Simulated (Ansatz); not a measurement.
HGeAl, quintet: the ladder up to full CI

Geometry: that of the HGeAl, triplet, kept fixed. The singlet lies 3.2 eV lower here.

```yaml
atoms:
  - { symbol: Ge, position_ang: [0.0000, -0.0088, 0.6666] }
  - { symbol: Al, position_ang: [0.0000, -0.0265, -1.7820] }
  - { symbol: H, position_ang: [0.0000, 1.3471, -0.3412] }
```

Basis cc-pVDZ; Ansatz 0.2.0. Only valence electrons are correlated (noble-gas cores and the filled d shells of p-block atoms frozen), which leaves 8 electrons in 31 orbitals. R marks a restricted (for open shells ROHF) determinant, U an unrestricted one. Active spaces: valence = (8e, 9o) chosen from the atoms' valence shells. No spin–orbit coupling is included, and no scalar relativity.

Full CI is exact within this basis and frozen core; it isn't the basis-set limit. The frozen core follows each run's orbitals, which can shift R against U totals by a few meV for light atoms and by up to 0.1 eV past Ca.

For open shells CISD and CISDTQ are restricted-active-space CI with the open shells as a complete middle space.

- UHF ⟨S²⟩: 6.036
- T1 diagnostic (RCCSD): 0.0278
- largest doubles amplitude (RCCSD): 0.043

```
   level  E − E(RHF) (eV)
    RMP2          -2.5262
   RCCSD          -3.1999
RCCSD(T)          -3.2998
```

Question: Estimate how far full CI in cc-pVDZ lies from RCCSD(T). The table doesn't fix it; the size of (T) and the diagnostics are the guide.

Answer: Full CI in cc-pVDZ lies 0.75 kcal/mol below RCCSD(T), which is 33 % of the (T) step (-2.30 kcal/mol). The diagnostics give no warning, yet the rest is a sizeable part of (T).

The other levels:

```json
{"level": "CISD", "E − E(full CI) (kcal/mol)": "5.82", "share of correlation (%)": "92.43", "wall time": "5.5 s"}
{"level": "BCCD(T)", "E − E(full CI) (kcal/mol)": "0.77", "share of correlation (%)": "99.00", "wall time": "16 s"}
{"level": "RCCSDT", "E − E(full CI) (kcal/mol)": "0.12", "share of correlation (%)": "99.84", "wall time": "–"}
{"level": "CISDTQ", "E − E(full CI) (kcal/mol)": "0.12", "share of correlation (%)": "99.84", "wall time": "13 s (H100)"}
{"level": "RCCSDT(Q)", "E − E(full CI) (kcal/mol)": "0.01", "share of correlation (%)": "99.98", "wall time": "28 s"}
{"level": "RCCSDTQ", "E − E(full CI) (kcal/mol)": "-0.01", "share of correlation (%)": "100.01", "wall time": "13 s (H100)"}
{"level": "CASSCF (valence space)", "E − E(full CI) (kcal/mol)": "50.23", "share of correlation (%)": "34.64", "wall time": "–"}
{"level": "NEVPT2 (valence space)", "E − E(full CI) (kcal/mol)": "14.19", "share of correlation (%)": "81.53", "wall time": "8.5 s"}
{"level": "MRCISD (valence space)", "E − E(full CI) (kcal/mol)": "3.06", "share of correlation (%)": "96.01", "wall time": "–"}
{"level": "MRCISD+Q (valence space)", "E − E(full CI) (kcal/mol)": "0.21", "share of correlation (%)": "99.73", "wall time": "11 s"}
```

The correlation energy at full CI, counted from RHF, is -3.332 eV. That run took 76 s on 5 threads of AMD EPYC 7R13 with a whole H100 80 GB, shared host over 171,116,505 determinants.

Run but not shown, since their state or frozen core can't be matched to the reference's or they repeat it: UHF, UMP2, UCCSD, UCCSD(T), UCCSDT, UCCSDT(Q), UCCSDTQ.

Times hold each run's SCF and search for its determinant on a shared host, so for small cases they say little of a method's own cost; rows without a card ran on 1 thread of AMD EPYC 7R13.

The full-CI state has the irrep A' of Cs, in the program's axes.

Natural occupations of full CI about the gap: 1.948 1.911 0.996 0.991 0.983 0.982 0.045 0.027 0.024 0.015; effectively unpaired electrons, Σ n²(2−n)², 4.05.
